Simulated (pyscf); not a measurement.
Optimised with ωB97X-D3(BJ)/def2-SVP in PySCF. MP2 and CC: frozen core, UHF for open shells. ΔMP2 is the change of the MP2 total energy from the triple- to the quadruple-zeta basis.

**Question.** What is the homolytic dissociation enthalpy (298 K, CCSD(T)/def2-TZVPP + ΔMP2(QZVPP)) of the C–F bond of `[CH3][C]#[C][F]`, to •C≡C–CH₃ + F•?

**Answer.** C–F to •C≡C–CH₃ + F•: 128.5 kcal/mol. The radicals are drawn with the spin at the cut bond; how far it spreads was not checked. H₃C–C≡C–F lies 10.3 kcal/mol over its isomer H₂C=C=CH–F, and others may lie lower still (electronic energy, ωB97M-D3(BJ)). •C≡C–CH₃ lies 43.4 kcal/mol over its isomer HC≡C–CH₂•, and others may lie lower still (electronic energy, ωB97M-D3(BJ)). The CCSD(T) − MP2 part came from Ansatz, without density fitting, on the same reference. An open-shell T1 diagnostic exceeds 0.045. A UHF reference is spin-contaminated (<S²> up to 1.11), which harms MP2 most. Left out: the spin-orbit lowering of F.
